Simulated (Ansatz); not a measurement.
Process, species as SMILES: ClCCl → [CH2]Cl (CH2-Cl) + Cl atom
B3LYP-D3(BJ)/def2-TZVP geometries, fixed; electronic energies without zero-point terms.

Core correlation in the bond dissociation energy at MP2 with Ansatz (a quantum-chemistry and plane-wave program), in kcal/mol: frozen core against 1s of Al to Cl frozen alone. Core-valence sets carry the plain set on hydrogen. Open shells are unrestricted.

| basis | functions, most | frozen core |
|---|---|---|
| cc-pV(D+d)Z | 70 | 78.90 |
| cc-pCVDZ | 82 | 78.64 |
| cc-pV(T+d)Z | 136 | 84.89 |
| cc-pwCVTZ | 189 | 85.00 |
| cc-pCVTZ | 189 | 84.92 |
| cc-pV(Q+d)Z | 243 | 87.36 |
| cc-pwCVQZ | 362 | 87.43 |
| cc-pCVQZ | 362 | 87.38 |

How large is the core term in each set?

The largest core-valence set, cc-pCVQZ, gives a core term of 0.34 kcal/mol; the valence set cc-pV(Q+d)Z, which lacks functions for the core, gives 0.73. By row: cc-pV(D+d)Z 0.64, cc-pCVDZ 0.53, cc-pV(T+d)Z 1.24, cc-pwCVTZ 0.35, cc-pCVTZ 0.43, cc-pV(Q+d)Z 0.73, cc-pwCVQZ 0.32, cc-pCVQZ 0.34.
